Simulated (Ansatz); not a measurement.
Process, species as SMILES: COC=O → O=[CH] (CHO) + [O]C (CH3O) (the C-O bond breaks)

Property: bond dissociation energy (enthalpy at 298 K), in kcal/mol. Set-up: LANL2DZ all-electron up to Ne; 6-311+G** with 5d; non-relativistic; spin-orbit terms left out; UHF or UKS for open shells; valence correlation only; six Cartesian d functions in 6-31G* and its kin unless marked 5d. CBS(X,Y): correlation extrapolated as X^-3; Hartree-Fock from the larger set. The bracket is a focal-point correction in the basis named. First-principles rows: single points at B3LYP-D3(BJ) geometries (Ansatz, a quantum-chemistry and plane-wave program), with unscaled harmonic terms from B3LYP/6-31G* at its own minima. A UHF reference is markedly spin-contaminated in at least one set, which strains HF and MP2.

Measured values: Active Thermochemical Tables 1.112 (ions: stationary electron), as tabulated in the package chemicals; G2/97 table in ASE (Curtiss et al.); they hold spin-orbit and core effects, anharmonicity and other conformers. 

Value to compare with, the measured value: 99.6 kcal/mol.

```json
[
 {"level": "HF/STO-3G", "program": "Ansatz", "bond dissociation energy (enthalpy at 298 K) (kcal/mol)": "61.9", "error": "-37.7"},
 {"level": "HF/3-21G", "program": "Ansatz", "bond dissociation energy (enthalpy at 298 K) (kcal/mol)": "70.7", "error": "-28.9"},
 {"level": "HF/LANL2DZ", "program": "Ansatz", "bond dissociation energy (enthalpy at 298 K) (kcal/mol)": "60.2", "error": "-39.4"},
 {"level": "HF/6-31G*", "program": "Ansatz", "bond dissociation energy (enthalpy at 298 K) (kcal/mol)": "69.5", "error": "-30.1"},
 {"level": "HF/6-311+G**", "program": "Ansatz", "bond dissociation energy (enthalpy at 298 K) (kcal/mol)": "66.4", "error": "-33.2"},
 {"level": "RI-MP2/CBS(aug-cc-pVTZ,aug-cc-pVQZ)+[CCSD(T)-MP2]/aug-cc-pVTZ", "program": "Ansatz", "bond dissociation energy (enthalpy at 298 K) (kcal/mol)": "100.9", "error": "1.3"}
]
```

Among the 5 habitual levels, HF/LANL2DZ lies farthest from the measured value (-39.4 kcal/mol) and HF/3-21G nearest (-28.9); 0 of 5 lie above it, and their mean absolute error is 33.9 kcal/mol, the median 33.2. One case shows no general order.

The sets are all those run for this method; runs whose electronic state is in doubt are left out.
